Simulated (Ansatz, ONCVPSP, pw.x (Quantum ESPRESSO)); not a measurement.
What a changed setting does to a pw.x run (fcc Ta)

Potential: optimised norm-conserving Vanderbilt (ONCV), ONCVPSP 4.0.1.1 (patched build), PBEsol; core [Kr] 4d10 4f14, reference 5s2 5p6 5d3 6s1; waves: 5s+6s: rc 2.05 bohr, ncon 3, nbas 6, qcut 7 1/bohr, 2 projectors; 5p: rc 1.45 bohr, ncon 4, nbas 7, qcut 6.7 1/bohr, 2 projectors, debl 3.9 Ha; 5d: rc 2.00 bohr, ncon 4, nbas 8, qcut 4.2 1/bohr, 2 projectors, debl 2 Ha; local part: polynomial inside 1.35 bohr (lpopt 1, dvloc0 4 Ha); core correction: Teter function, fcfact 6, rcfact 1.6.

The reference run (k-mesh 14³, cutoffs 150/600 Ry, Fermi–Dirac 0.01 Ry, mixing_beta 0.4, conv_thr 1e-9, no spin) gives -3.26 GPa at 18.281 Å³/atom, where all-electron LAPW gives -0.64 GPa. This run, with its own iteration cap, changes mixing_beta to 0.7.

```
&control
  calculation='scf', prefix='x', pseudo_dir='./', outdir='./tmp', tstress=.true., disk_io='none'
/
&system
  ibrav=0, nat=1, ntyp=1, ecutwfc=150, ecutrho=600, nbnd=14,
  occupations='smearing', smearing='fd', degauss=0.01
/
&electrons
  conv_thr=1e-09, mixing_beta=0.7, electron_maxstep=50
/
ATOMIC_SPECIES
Ta 1.0 Ta.UPF
CELL_PARAMETERS angstrom
  0.00000000 2.09085212 2.09085212
  2.09085212 0.00000000 2.09085212
  2.09085212 2.09085212 0.00000000
ATOMIC_POSITIONS crystal
Ta 0.0000 0.0000 0.0000
K_POINTS automatic
14 14 14 0 0 0
```

```bash
pw.x < Ta.scf.in > Ta.scf.out
```

**Question.** How does the run end?

**Answer.** It converges in 6 iterations; the free energy moves by +0.0 meV/atom and the pressure by +0.01 GPa. The result is that of the reference run.

```
Message from routine setup:
     using ibrav=0 with symmetry is DISCOURAGED, use correct ibrav instead
     lattice parameter (alat)  =       5.5878  a.u.
     unit-cell volume          =     123.3663 (a.u.)^3
     number of electrons       =        13.00
     number of Kohn-Sham states=           14
     kinetic-energy cutoff     =     150.0000  Ry
     charge density cutoff     =     600.0000  Ry
     scf convergence threshold =      1.0E-09
     Exchange-correlation= PBESOL
     number of k points=   104  Fermi-Dirac smearing, width (Ry)=  0.0100
     iteration #  1     ecut=   150.00 Ry     beta= 0.70
     total energy              =    -143.27070235 Ry
     estimated scf accuracy    <       0.66650361 Ry
     iteration #  2     ecut=   150.00 Ry     beta= 0.70
     total energy              =    -143.42179437 Ry
     estimated scf accuracy    <       0.01098520 Ry
     iteration #  3     ecut=   150.00 Ry     beta= 0.70
     total energy              =    -143.42393958 Ry
     estimated scf accuracy    <       0.00014220 Ry
     iteration #  4     ecut=   150.00 Ry     beta= 0.70
     total energy              =    -143.42395543 Ry
     estimated scf accuracy    <       0.00000126 Ry
     iteration #  5     ecut=   150.00 Ry     beta= 0.70
     total energy              =    -143.42395565 Ry
     estimated scf accuracy    <       0.00000002 Ry
     iteration #  6     ecut=   150.00 Ry     beta= 0.70
     the Fermi energy is    18.3410 ev
!    total energy              =    -143.42395565 Ry
     estimated scf accuracy    <          3.2E-10 Ry
     smearing contrib. (-TS)   =      -0.00554517 Ry
     The total energy is F=E-TS. E is the sum of the following terms:
     one-electron contribution =     -15.33924665 Ry
     hartree contribution      =      14.77615087 Ry
     xc contribution           =     -44.80233411 Ry
     ewald contribution        =     -98.05298059 Ry
     convergence has been achieved in   6 iterations
          total   stress  (Ry/bohr**3)                   (kbar)     P=      -32.57
     Message from routine punch:
     Nothing written, as per user request (disk_io='none')
```

The run took about 31 s on one core of a shared host (Intel(R) Xeon(R) 6975P-C, 192 threads, 756 GiB, load 71).
